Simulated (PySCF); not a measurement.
Relaxation of singlet P(OH)3

Level of theory: PBE0 in PySCF with P def2-TZVP, O def2-TZVP, H def2-TZVP; no relativity; density-fitted integrals. A (50,194) grid was used.

A start displaced from a saddle point along its imaginary mode, with no symmetry imposed:

Coordinates in bohr (charge 0 multiplicity 1):
```
P     0.0029    0.9217   -0.1779
O     0.4465   -0.2245    2.6610
O     2.2370   -0.5851   -1.5977
O    -2.5395   -0.7907   -0.7462
H    -1.2208   -0.6071    3.4738
H     2.4149   -2.3092   -1.0117
H    -3.5684   -0.0130   -2.0284
```

What forces act on the atoms at the start (eV/Å)?


| atom | Fx | Fy | Fz |
| --- | --- | --- | --- |
| P1 | -0.01 | -0.02 | 0.04 |
| O2 | -1.57 | -0.34 | 0.74 |
| O3 | 0.01 | -0.05 | 0.02 |
| O4 | -0.02 | 0.03 | -0.05 |
| H5 | 1.59 | 0.36 | -0.74 |
| H6 | 0.00 | 0.04 | -0.02 |
| H7 | 0.02 | -0.02 | 0.02 |

What does it relax to?

It ends at C1 with O–H 0.962 Å (×2), O–H 0.967 Å, P–O 1.610 Å, P–O 1.635 Å, P–O 1.645 Å; H–O–P 110.6°, H–O–P 112.2°, H–O–P 112.9°, O–P–O 96.1°, O–P–O 96.5°, O–P–O 103.5° (after a last refinement on a finer grid). A frequency run shows a minimum. Other isomers or separated fragments may lie lower.

How much energy is released, and in how many steps?

4.3 kJ/mol in 13 steps.

The relaxation took 32 s on 4 threads of a shared Arm Neoverse V1 host, with 148 basis functions and 15 gradients; the process peaked at 2.2 GiB. Launch command: `OMP_NUM_THREADS=4 python axn.py task.json out`.
